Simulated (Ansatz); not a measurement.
# SiH2S: basis-set convergence

How large a basis does SiH2S need? Two functionals and correlated methods are run in growing sets.

Method: one geometry, several basis sets; program: Ansatz 0.2.0, Gaussian basis.

Plan: PBE0-D4/def2-SVP; ωB97M-V/def2-SVP; PBE0-D4/def2-QZVPP; ωB97M-V/def2-QZVPP; CCSD(T)/cc-pV(D+d)Z; CCSD(T)/cc-pV(T+d)Z; CCSD(T)/cc-pV(Q+d)Z; the functionals' def2-TZVPP values are taken from earlier runs.

1 further run of the same task is left out (it didn't finish).

## 1. The geometry

All runs share one geometry, relaxed beforehand with PBE0-D4 in a triple-zeta def2 set.

SMILES `[SiH]S`, 4 atoms, charge 0, spin multiplicity 1.

Atoms are counted from 1 here; the program's logs count them from 0.

Bond lengths: Si1–S2 2.115 Å, Si1–H3 1.525 Å, S2–H4 1.346 Å. Angles: S2–Si1–H3 89.3°, Si1–S2–H4 97.5°.

Coordinates:

```xyz
4

Si   -0.2628   -1.0744    0.1611
S     0.1905    0.9588   -0.2066
H     1.0175   -1.1908    0.9814
H    -0.8897    1.2460   -0.9562
```

## 2. PBE0-D4 in def2-SVP

in.yaml

```yaml
crystal:
  periodic: [false, false, false]
  atoms:
    - {symbol: Si, position_ang: [-0.262757, -1.074443, 0.161085]}
    - {symbol: S, position_ang: [0.190500, 0.958847, -0.206590]}
    - {symbol: H, position_ang: [1.017471, -1.190823, 0.981388]}
    - {symbol: H, position_ang: [-0.889714, 1.246019, -0.956184]}
basis:
  gaussian: {orbitals: def2-SVP}
hamiltonian: {xc: pbe0, dispersion: d4}
output: {orbitals: {seedname: orbitals}}
```

Further steps of the session: ωB97M-V in def2-SVP; PBE0-D4 in def2-QZVPP; ωB97M-V in def2-QZVPP; CCSD(T) in cc-pV(D+d)Z; CCSD(T) in cc-pV(T+d)Z; CCSD(T) in cc-pV(Q+d)Z.

**Question.** What will the summary of the whole plan be? Wanted: MP2 correlation recovered, cc-pV(D+d)Z; MP2 correlation recovered, cc-pV(T+d)Z; MP2 correlation recovered, cc-pV(Q+d)Z; CCSD(T) limit from def2 sets; PBE0-D4: double and triple zeta above quadruple; ωB97M-V: double and triple zeta above quadruple.

**Answer**, as computed:

```
                                                                 quantity          value
                                   MP2 correlation recovered, cc-pV(D+d)Z         68.4 %
                                   MP2 correlation recovered, cc-pV(T+d)Z         87.6 %
                                   MP2 correlation recovered, cc-pV(Q+d)Z         94.9 %
CCSD(T) limit from def2 sets (earlier runs) less the limit of this series        -90 meV
                          PBE0-D4: double and triple zeta above quadruple  7.14, 0.59 eV
                          ωB97M-V: double and triple zeta above quadruple  7.11, 0.56 eV
```

In words: For PBE0-D4 the step from double to triple zeta gains 6.55 eV and the next only 0.59 eV. In cc-pV(D+d)Z MP2 holds 68 % of its limit, in cc-pV(Q+d)Z 95 %, while Hartree-Fock is within 0.051 eV in the largest set. A limit from the def2 sets, made apart, differs by 90 meV, a least measure of the doubt on such a limit. Total energies overstate the basis error of differences, where much of it tends to cancel.
